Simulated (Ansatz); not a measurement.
The first iterations of a band of CH4BS (7 atoms, charge 0, multiplicity 2).

Theory: UKS PBE0-D4/def2-SVP (Ansatz 0.2.0).

| Item | Value |
| --- | --- |
| movable images | 5 |
| climbing image | yes |
| spring | 5.0 eV/Å² |
| optimiser | quadratic models (default) |
| start path | IDPP |
| force threshold | 0.05 eV/Å |
| iteration limit | 60 |
| end points | relaxed |

First end point:

```xyz
7
Properties=species:S:1:pos:R:3
C -0.708 0.430 -0.592
B 0.135 0.246 0.663
S 1.381 -1.029 0.832
H -0.615 -0.203 -1.482
H -1.465 1.218 -0.677
H 0.021 0.952 1.637
H 1.250 -1.614 -0.381
```

Last end point:

```xyz
7
Properties=species:S:1:pos:R:3
C -0.857 0.516 -0.733
B 0.111 0.093 0.365
S 1.194 -1.301 0.036
H -0.923 0.013 -1.705
H -1.549 1.356 -0.610
H 0.176 0.653 1.432
H 1.848 -1.329 1.216
```

| iteration | highest image above the first end (eV) | largest band force component (eV/Å) |
| --- | --- | --- |
| 1 | 0.861 | 1.328 |
| 2 | 0.860 | 1.242 |

Problem. Does the band converge within its limit, and where does its top end?

Solution. The forces met the threshold. It ended after 6 iterations with the highest image 0.757 eV above the first end. A vibrational analysis at the climbing image gives one clearly imaginary mode, 659i cm⁻¹: a first-order saddle point.

The run took 72 s on 1 CPU thread of a shared host.
